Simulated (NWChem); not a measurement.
System: SiH₂, singlet; SMILES [SiH2]

Here is an NWChem input.

```
start job
memory heap 200 mb stack 900 mb global 1100 mb
geometry units angstroms noautoz
  Si     0.000000     0.000000     0.180908
  H      1.093423     0.000000    -0.889802
  H     -1.093423     0.000000    -0.889802
end
basis spherical
  * library aug-pcseg-1
end
dft
  xc b3lyp
  iterations 150
  mulliken
end
task dft energy
```

Parts of the log:

```
             Northwest Computational Chemistry Package (NWChem) 7.3.0
             --------------------------------------------------------

 C2V symmetry detected

                             Geometry "geometry" -> ""
                             -------------------------

 Output coordinates in angstroms (scale by  1.889725989 to convert to a.u.)

  No.       Tag          Charge          X              Y              Z
 ---- ---------------- ---------- -------------- -------------- --------------
    1 Si                  14.0000     0.00000000     0.00000000     0.13383875
    2 H                    1.0000     1.09342300     0.00000000    -0.93687125
    3 H                    1.0000    -1.09342300     0.00000000    -0.93687125

 Effective nuclear repulsion energy (a.u.)       9.9240098205

      Symmetry information
      --------------------

 Group name             C2v
 Group number             16
 Group order               4
 No. of unique centers     2

                                 NWChem DFT Module
                                 -----------------

 Summary of "ao basis" -> "ao basis" (spherical)
 ------------------------------------------------------------------------------
       Tag                 Description            Shells   Functions and Types
 ---------------- ------------------------------  ------  ---------------------
 Si                       aug-pcseg-1               11       27   5s4p2d
 H                        aug-pcseg-1                5        9   3s2p

      Symmetry analysis of basis
      --------------------------

        a1         20
        a2          4
        b1         13
        b2          8

            General Information
            -------------------
          SCF calculation type: DFT
          Wavefunction type:  closed shell.
          No. of atoms     :     3
          No. of electrons :    16
           Alpha electrons :     8
            Beta electrons :     8
          Charge           :     0
          Spin multiplicity:     1
          Use of symmetry is: on ; symmetry adaption is: on
          Maximum number of iterations: 150
          AO basis - number of functions:    45
                     number of shells:    21
          Convergence on energy requested:  1.00D-06
          Convergence on density requested:  1.00D-05
          Convergence on gradient requested:  5.00D-04

              XC Information
              --------------
                         B3LYP Method XC Potential
                     Hartree-Fock (Exact) Exchange  0.200
                        Slater Exchange Functional  0.800 local
                    Becke 1988 Exchange Functional  0.720 non-local
              Lee-Yang-Parr Correlation Functional  0.810
                  VWN I RPA Correlation Functional  0.190 local

             Grid Information
             ----------------
          Grid used for XC integration:  medium
          Radial quadrature: Mura-Knowles
          Angular quadrature: Lebedev.
          Tag              B.-S. Rad. Rad. Pts. Rad. Cut. Ang. Pts.
          ---              ---------- --------- --------- ---------
          Si                  1.10       88          13.0       590
          H                   0.35       45          13.0       434
          Grid pruning is: on
          Number of quadrature shells:   133
          Spatial weights used:  Erf1

      Superposition of Atomic Density Guess
      -------------------------------------

 Sum of atomic energies:        -289.80517726

      Non-variational initial energy
      ------------------------------

 Total energy =    -289.760877
 1-e energy   =    -421.080394
 2-e energy   =     121.395507
 HOMO         =      -0.235773
 LUMO         =      -0.097841

      Symmetry analysis of molecular orbitals - initial
      -------------------------------------------------

  Numbering of irreducible representations:

     1 a1          2 a2          3 b1          4 b2

  Orbital symmetries:

     1 a1          2 a1          3 b1          4 a1          5 b2
     6 a1          7 b1          8 a1          9 b2         10 a1
    11 b1         12 a1         13 b2         14 b1         15 a1
    16 b1         17 a1         18 a1

     ---------------------------------------------
      Total Density - Mulliken Population Analysis
     ---------------------------------------------

    Atom       Charge   Shell Charges
 -----------   ------   -------------------------------------------------------
    1 Si  14    13.56   2.00  2.00  1.15  0.79  0.03  5.99  1.33  0.22  0.01  0.05 -0.00
    2 H    1     1.22   0.75  0.45  0.00  0.01  0.01
    3 H    1     1.22   0.75  0.45  0.00  0.01  0.01

   convergence    iter        energy       DeltaE   RMS-Dens  Diis-err
 ---------------- ----- ----------------- --------- --------- ---------
 d= 0,ls=0.0,diis     1   -290.6113003050 -3.01D+02  1.72D-02  5.98D-02
 d= 0,ls=0.0,diis     2   -290.6197577274 -8.46D-03  6.13D-03  8.33D-03
 d= 0,ls=0.0,diis     3   -290.6216789435 -1.92D-03  1.57D-03  8.81D-04
 d= 0,ls=0.0,diis     4   -290.6218638399 -1.85D-04  1.29D-04  7.27D-06
 d= 0,ls=0.0,diis     5   -290.6218657541 -1.91D-06  2.97D-05  3.53D-07
 d= 0,ls=0.0,diis     6   -290.6218658452 -9.11D-08  1.62D-06  2.86D-10

         Total DFT energy =     -290.621865845160
      One electron energy =     -421.681556937336
           Coulomb energy =      142.722740928460
    Exchange-Corr. energy =      -21.587059656741
 Nuclear repulsion energy =        9.924009820456

 Numeric. integr. density =       16.000007661553

                  Occupations of the irreducible representations
                  ----------------------------------------------

                     irrep           alpha         beta
                     --------     --------     --------
                     a1                5.0          5.0
                     a2                0.0          0.0
                     b1                2.0          2.0
                     b2                1.0          1.0

                       DFT Final Molecular Orbital Analysis
                       ------------------------------------

 Vector    6  Occ=2.000000D+00  E=-5.097288D-01  Symmetry=a1
              MO Center=  9.7D-17, -9.3D-18, -3.9D-01, r^2= 1.6D+00
   Bfn.  Coefficient  Atom+Function         Bfn.  Coefficient  Atom+Function
  ----- ------------  ---------------      ----- ------------  ---------------
     3      0.609376  1 Si s                  2     -0.398118  1 Si s
     4      0.278094  1 Si s                 28      0.221456  2 H  s
    37      0.221456  3 H  s                 11     -0.141423  1 Si pz
     1      0.063842  1 Si s                  8      0.059335  1 Si pz
    14     -0.028643  1 Si pz                 5      0.028423  1 Si s

 Vector    7  Occ=2.000000D+00  E=-3.311425D-01  Symmetry=b1
              MO Center= -1.3D-15, -5.6D-17, -5.8D-01, r^2= 2.1D+00
   Bfn.  Coefficient  Atom+Function         Bfn.  Coefficient  Atom+Function
  ----- ------------  ---------------      ----- ------------  ---------------
     9      0.443327  1 Si px                28      0.332601  2 H  s
    37     -0.332601  3 H  s                 29      0.215537  2 H  s
    38     -0.215537  3 H  s                  6     -0.171345  1 Si px
    21      0.078549  1 Si d  1              12      0.029502  1 Si px

 Vector    8  Occ=2.000000D+00  E=-2.463009D-01  Symmetry=a1
              MO Center= -1.6D-15, -9.2D-16,  3.2D-01, r^2= 2.4D+00
   Bfn.  Coefficient  Atom+Function         Bfn.  Coefficient  Atom+Function
  ----- ------------  ---------------      ----- ------------  ---------------
    11      0.511479  1 Si pz                 4      0.448050  1 Si s
     3      0.380329  1 Si s                  2     -0.238404  1 Si s
    28     -0.199810  2 H  s                 37     -0.199810  3 H  s
    29     -0.192722  2 H  s                 38     -0.192722  3 H  s
     8     -0.187671  1 Si pz                14      0.129649  1 Si pz

 Vector    9  Occ=0.000000D+00  E=-1.239820D-01  Symmetry=b2
              MO Center= -1.7D-15,  5.4D-16,  8.5D-02, r^2= 2.9D+00
   Bfn.  Coefficient  Atom+Function         Bfn.  Coefficient  Atom+Function
  ----- ------------  ---------------      ----- ------------  ---------------
    10      0.665116  1 Si py                13      0.392297  1 Si py
     7     -0.229560  1 Si py                16      0.042535  1 Si py
    35      0.034613  2 H  py                44      0.034613  3 H  py

 Vector   10  Occ=0.000000D+00  E=-3.982845D-03  Symmetry=a1
              MO Center=  4.0D-16,  1.3D-15, -1.9D-01, r^2= 1.4D+01
   Bfn.  Coefficient  Atom+Function         Bfn.  Coefficient  Atom+Function
  ----- ------------  ---------------      ----- ------------  ---------------
     5      2.422979  1 Si s                 30     -2.011957  2 H  s
    39     -2.011957  3 H  s                  4      1.118181  1 Si s
    17     -0.884271  1 Si pz                14     -0.544628  1 Si pz
    29     -0.406731  2 H  s                 38     -0.406731  3 H  s
     3      0.281401  1 Si s                  2     -0.158545  1 Si s

 Vector   11  Occ=0.000000D+00  E= 8.698692D-03  Symmetry=b1
              MO Center= -4.9D-14, -3.8D-15,  1.0D+00, r^2= 1.1D+01
   Bfn.  Coefficient  Atom+Function         Bfn.  Coefficient  Atom+Function
  ----- ------------  ---------------      ----- ------------  ---------------
    30      1.877136  2 H  s                 39     -1.877136  3 H  s
    15     -1.474874  1 Si px                12     -0.757434  1 Si px
    29      0.572914  2 H  s                 38     -0.572914  3 H  s
     9     -0.273820  1 Si px                28      0.165224  2 H  s
    37     -0.165224  3 H  s                 21      0.098223  1 Si d  1

     ---------------------------------------------
      Total Density - Mulliken Population Analysis
     ---------------------------------------------

[...]
```

Level: B3LYP/aug-pcseg-1. Low-valent species are run as closed-shell singlets; no triplet was tried in these runs. Geometry: optimised at B3LYP/6-31G* (spherical d). B3LYP is NWChem's, with the RPA form of VWN correlation.
